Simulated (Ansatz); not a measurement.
A made-up structure of C2H3S (charge +1), singlet:

```xyz
6
angstrom
C -0.7324 0.2776 -0.6972
C 0.9038 -0.1757 1.6128
S 0.0453 0.0377 0.2921
H -1.5355 -0.4147 -0.9559
H -0.5966 1.1720 -1.3079
H 1.6914 -0.7372 1.1793
```

It is relaxed with PBE-D4/def2-SVP and then PBE0-D4/def2-TZVP (Ansatz 0.2.0). Atoms count as bonded within 1.22 times the sum of their covalent radii (H–H: 0.88 Å). The end point is not checked to be a true minimum.

(1) Does its bonding change? (Judge from chemistry; the calculation decides.)

Results:

(1) The calculation gives: Yes. Formed: C1–C2; broken: none.

Where it ends: The first stage lowers the energy by 4.69 eV in 11 steps. It ends as C₂H₃S ([CH]1[CH2][S]1), total charge +1:
```
atom    x (Å)    y (Å)    z (Å)
  C1  -0.4208   0.2715  -0.4199
  C2   0.6023  -0.2126   0.4782
  S3  -0.7646  -0.7055   1.1450
  H4  -0.6073  -0.2623  -1.3487
  H5  -0.7067   1.3199  -0.3828
  H6   1.6732  -0.2514   0.6515
```

Labels in which every atom is bracketed show which atoms are joined, not bond orders.

For scale, one of the runs: PBE0-D4/def2-TZVP relaxation, 117 basis functions, launched by `ansatz run in.yaml --threads 2 --pin off --events-out ev --progress --plain --max-ram 4352MiB`. The run took about 39 s on 2 CPU threads of an Intel Xeon (shared host).
